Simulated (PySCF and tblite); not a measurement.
Values are calculated unless marked as measured or tabulated.
# Barrier and rate of a rotation

System: C₃H₅N, numbered as in [H]/[N:4]=[CH:3]\[CH:2]=[CH2:1].

Motion: rotation about the C2–C3 bond (torsion C1–C2–C3–N4 from -180° to 21°, rising). Level: B3LYP/pcSseg-1 + D3(BJ) on PBE0-D3(BJ)/def2-SVP stationary points, with GFN2-xTB thermal terms. Rates follow Eyring's equation with the number of equivalent paths and no tunnelling. Run with tblite and PySCF.

```csv
point,symmetry,E(GFN2) kcal/mol,E(DFT) kcal/mol,ZPE change kcal/mol,lowest mode cm⁻¹,dipole D
start,Cs,0.0,0.0,0.00,126,2.63
saddle,C1,4.4,6.5,-0.45,159i,2.31
end,C1,1.4,2.9,-0.05,76,2.53
```

- Electronic barrier: 6.5 kcal/mol
- Barrier with zero-point energy: 6.1 kcal/mol
- ΔH‡ (298 K): 5.7 kcal/mol
- ΔS‡ (298 K, symmetry apart): -2.1 cal/(mol K)
- Paths: 2 equivalent paths
- End point: a different minimum
- Mean lifetime of the start against this motion at 298 K: 3.8 ns
- Cost: 58 s on 1 thread of Arm Neoverse V1, shared host (rough), peak memory 0.45 GiB, launched as `OMP_NUM_THREADS=1 python ens_run.py task.json out`

| T/K | ΔG‡ kcal/mol | k s⁻¹ | ΔG kcal/mol | k back s⁻¹ |
| --- | --- | --- | --- | --- |
| 150 | 6.2 | 6780 | 2.7 | 3×10⁷ |
| 200 | 6.2 | 1.4×10⁶ | 2.7 | 5.8×10⁸ |
| 250 | 6.3 | 3.3×10⁷ | 2.7 | 3.5×10⁹ |
| 298 | 6.4 | 2.7×10⁸ | 2.6 | 1.2×10¹⁰ |
| 350 | 6.5 | 1.3×10⁹ | 2.6 | 2.9×10¹⁰ |
| 400 | 6.6 | 4.2×10⁹ | 2.6 | 5.7×10¹⁰ |
| 500 | 6.8 | 2.2×10¹⁰ | 2.6 | 1.5×10¹¹ |

ΔG and ΔG‡ leave out symmetry numbers and mirror images; rates count paths: 2 out, 1 back.
